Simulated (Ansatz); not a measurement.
Relaxation of AlH6NO (9 atoms, charge 0, multiplicity 1), to a largest force component of 0.03 eV/Å in at most 50 steps.

Theory: Ansatz 0.2.0, RKS B3LYP-D4/def2-SVP.

```xyz
9
Properties=species:S:1:pos:R:3
Al -0.020 -0.158 -0.201
H -0.041 -0.443 1.344
N 1.578 -0.160 -0.978
H 2.462 -0.325 -0.506
H 1.744 0.014 -1.965
H -1.317 -0.006 -1.085
O -0.049 2.225 1.565
H 0.877 2.501 1.633
H -0.047 1.319 1.960
```

Question: Where does it end, and by what steps?

Answer: It converged. After 14 steps the energy has fallen by 0.686 eV; H8 moved furthest, 1.33 Å. Joined: Al1–O7 (2.97 → 2.02 Å).

```csv
step,energy less start (eV),largest force component (eV/Å),accepted
0,0.0000,0.910,yes
1,-0.0648,1.356,yes
2,-0.2319,1.840,yes
3,-0.4275,0.778,yes
4,-0.4972,0.499,yes
5,-0.5388,0.736,yes
6,-0.5765,0.478,yes
7,-0.6138,0.577,yes
8,-0.6463,0.648,yes
9,-0.6747,0.407,yes
10,-0.6704,0.327,no
11,-0.6852,0.088,yes
12,-0.6855,0.091,yes
13,-0.6804,0.500,no
14,-0.6860,0.014,yes
```

```xyz
9
Properties=species:S:1:pos:R:3
Al -0.160 -0.028 0.100
H -0.189 -1.086 1.292
N 1.544 0.354 -0.554
H 2.337 -0.226 -0.282
H 1.681 0.612 -1.531
H -1.369 0.176 -0.906
O 0.106 1.737 1.041
H 1.018 1.675 0.606
H 0.219 1.754 2.003
```

Run time: 43 s on 1 thread of Arm Neoverse V1, with other jobs on the host, peak memory 0.16 GiB.
